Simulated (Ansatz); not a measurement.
BH2(NH2) (BNH₄), relaxed as a singlet with RKS PBE-D4/def2-TZVP in Ansatz, starting from the GFN2-xTB geometry. Force threshold 0.02 eV/Å.

Start:

```xyz
6

B    -0.5946    0.3342   -0.0770
H    -0.8046    1.2732    0.5909
H    -1.3645   -0.0499   -0.8715
N     0.5982   -0.3376    0.0772
H     0.8570   -1.1501   -0.4580
H     1.3084   -0.0698    0.7384
```

```json
{"step": "1", "energy (eV)": "-2229.9766", "largest force component (eV/Å)": "0.657", "SCF passes": "23"}
{"step": "2", "energy (eV)": "-2230.0061", "largest force component (eV/Å)": "0.203", "SCF passes": "28"}
{"step": "3", "energy (eV)": "-2230.0093", "largest force component (eV/Å)": "0.035", "SCF passes": "29"}
{"step": "4", "energy (eV)": "-2230.0094", "largest force component (eV/Å)": "0.001", "SCF passes": "29"}
```

Force components are those of the run's own axes.

End:

```csv
atom,x (Å),y (Å),z (Å)
B1,-0.596,0.336,-0.077
H2,-0.813,1.299,0.610
H3,-1.385,-0.061,-0.894
N4,0.609,-0.344,0.079
H5,0.862,-1.163,-0.464
H6,1.323,-0.069,0.746
```

By distances, no bond broke or formed. The bond that changes most is B1–H3, from 1.17 to 1.20 Å (atoms count from 1).

No frequencies were taken in this run, so the end may be a saddle point.

Hardware: 4 threads of Intel Xeon Platinum 8488C on a shared host. Wall time 1.4 s.
